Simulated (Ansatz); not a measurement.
SF2 (sulfur difluoride): the vertical ionisation energy from total energies

The species is SF2 (3 atoms), meant as a singlet with charge 0. SMILES: `FSF`. Geometry: relaxed at GFN2-xTB.

```xyz
3

F     0.4547    1.1315    0.3751
S    -0.6270    0.1317   -0.3283
F     0.1722   -1.2632   -0.0467
```

Both states at this one shape; open shells run unrestricted unless said. 1 Eh = 27.2114 eV.

```tsv
level	program	singlet SF2 (Eh)	doublet [SF2]+ (Eh)
SVWN5/STO-3G	Ansatz	-587.777644	-587.554315
BLYP/STO-3G	Ansatz	-590.382484	-590.163957
```

Q: Work out the vertical ionisation energy at each level.

A: 
1. SVWN5/STO-3G: -587.554315 − (-587.777644) = 0.223329 Eh = 6.08 eV.
2. BLYP/STO-3G: -590.163957 − (-590.382484) = 0.218527 Eh = 5.95 eV.

No measured value is set beside it here; the levels span 5.95 to 6.08 eV. Minimal sets are far from the basis-set limit.
